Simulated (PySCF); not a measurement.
**Bond length, frequency and bond energy of SiCl⁻ by level of theory**

State: ³Σ⁻ (triplet), unpaired electrons π ↑↑. Set-up: basis Si aug-pcseg-1, Cl aug-pcseg-1; no relativity; PySCF 2.14. De refers to Si + Cl⁻ in their high-spin ground configurations, without counterpoise correction. The functionals are run spin-unrestricted. A positive dipole points towards Cl; it is taken about the centre of mass and depends on that origin.

```json
{"Level": "UHF", "Re (Å)": "2.321", "ωe (cm⁻¹)": "315", "De (eV)": "n/a", "μ (D)": "1.96"}
{"Level": "UHF-MP2", "Re (Å)": "2.301", "ωe (cm⁻¹)": "330", "De (eV)": "1.73", "μ (D)": "n/a"}
{"Level": "UHF-SCS-MP2", "Re (Å)": "2.316", "ωe (cm⁻¹)": "320", "De (eV)": "1.63", "μ (D)": "n/a"}
{"Level": "UHF-CCSD", "Re (Å)": "2.314", "ωe (cm⁻¹)": "321", "De (eV)": "n/a", "μ (D)": "n/a"}
{"Level": "UHF-CCSD(T)", "Re (Å)": "2.316", "ωe (cm⁻¹)": "321", "De (eV)": "1.69", "μ (D)": "n/a"}
{"Level": "LDA", "Re (Å)": "2.237", "ωe (cm⁻¹)": "373", "De (eV)": "2.48", "μ (D)": "3.05"}
{"Level": "PBE", "Re (Å)": "2.280", "ωe (cm⁻¹)": "346", "De (eV)": "2.13", "μ (D)": "2.81"}
{"Level": "PBEsol", "Re (Å)": "2.256", "ωe (cm⁻¹)": "363", "De (eV)": "2.32", "μ (D)": "2.96"}
{"Level": "r²SCAN", "Re (Å)": "2.267", "ωe (cm⁻¹)": "354", "De (eV)": "2.15", "μ (D)": "2.79"}
{"Level": "PBE0", "Re (Å)": "2.263", "ωe (cm⁻¹)": "357", "De (eV)": "2.08", "μ (D)": "2.64"}
{"Level": "MN15", "Re (Å)": "2.251", "ωe (cm⁻¹)": "351", "De (eV)": "2.03", "μ (D)": "2.71"}
```

The bond length runs from 2.237 Å (LDA) to 2.321 Å (UHF). De spans 1.63 eV (UHF-SCS-MP2, perturbation theory) to 2.48 eV (LDA, local density).

Correlated steps freeze 10 core orbitals. Correlated levels converge slowly with the basis: in double zeta they bind strong bonds too weakly, by up to about 1 eV, and carry superposition errors of some tenths. For an ion De counts to the pair picked by the measured ionisation energies or electron affinities, which need not be the lowest pair at this level. The highest Kohn–Sham level is positive in this anion. Much of that is self-interaction error, but it also means that the finite basis helps to hold the extra electron. The state was picked by a PBE0 search and need not be the measured ground state.
